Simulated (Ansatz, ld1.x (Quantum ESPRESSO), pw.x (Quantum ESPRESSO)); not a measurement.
From atom to crystal: PAW potential for rhodium (Rh)

- Element: rhodium (Rh)
- Generator: ld1.x (Quantum ESPRESSO) 7.5
- Type: PAW
- Functional: PBEsol
- Relativity: scalar-relativistic
- Frozen core: [Kr]
- Valence charge: 9
- Reference configuration: 4d8 5s1 5p0
- Partial waves: 5s (bound): rcut 2.00, rcutus 2.40 bohr; 5s channel at 2.45 Ry: rcut 2.00, rcutus 2.40 bohr; 5p (bound, empty): rcut 3.35, rcutus 3.85 bohr; 5p channel at 5.25 Ry: rcut 3.35, rcutus 3.85 bohr; 4d (bound): rcut 1.15, rcutus 1.45 bohr; 4d channel at 3.15 Ry: rcut 1.15, rcutus 1.45 bohr
- Local potential: all-electron potential smoothed inside 2.70 bohr (lloc = -1)
- Core correction: a·sin(br)/r model core, default radius (core density twice the valence density)
- Augmentation charge: PSQ, inside the norm-conserving radii

Atomic tests: cutoffs needed: 50 Ry and 90 Ry (the cutoffs (Ry, on a coarse ladder) from which the occupation-weighted sum of valence levels, in a spherical-Bessel basis at the reference potential, stays within 10 and 1 mRy of its value at 400 Ry); ghost test: no extra level below or beside the all-electron valence levels (s, p, d, f tested) (spherical-Bessel basis up to 400 Ry, 20 bohr box); largest excitation error: -366 meV (all-electron minus pseudo) for 4d6 5s0 5p0, out of 7 test configurations.

Crystal test: bcc Rh in pw.x 7.5, no spin, 15³ k-points, Fermi–Dirac smearing 0.01 Ry, cutoffs 110/880 Ry. The reference is all-electron LAPW (Ansatz 0.2.0) with the same functional, mesh and smearing; V0 and B0 come from Birch–Murnaghan fits to the pressures at five volumes. Errors are pseudo minus all-electron; Δ is the rms difference of the E(V) curves that follow from these fits, minima aligned, over ±6 % about the mean V0. Mesh and smearing are coarse, so the numbers serve the comparison and aren't converged zero-temperature values; the lattice is a test structure that the element need not adopt.

| V (Å³/atom) | P all-electron (GPa) | P pseudo (GPa) |
| --- | --- | --- |
| 13.245 | 15.36 | 28.25 |
| 13.593 | 7.06 | 17.89 |
| 13.942 | -0.07 | 8.96 |
| 14.291 | -6.19 | 1.27 |
| 14.639 | -11.44 | -5.33 |

All-electron: a0 = 3.032 Å (V0 = 13.94 Å³/atom), B0 = 264.3 GPa.

Pseudopotential: mean pressure error (GPa): +9.26; a0 (Å): 3.062; a0 error (%): +0.98; B0 error (%): +7.9; Δ (meV/atom): 25.7. The largest radius (3.85 bohr) exceeds half the bond length (2.48 bohr), so the spheres overlap, which is one possible source of error among others. This is a poor potential for the solid.

**Question.** At the middle volume, how do free energy and pressure move when the wave cutoff is lowered (ecutrho held at 880 Ry)?

**Answer.**

```csv
cutoff (Ry),shift of F (meV/atom),shift of P (GPa)
50,+80.8,-4.99
66,+43.5,-0.94
88,+2.4,-0.24
```

The run at the middle volume (120 k-points, 8 iterations) took about 46 s on one core of a shared host (Neoverse-V1, 32 threads, 247 GiB, load 14).
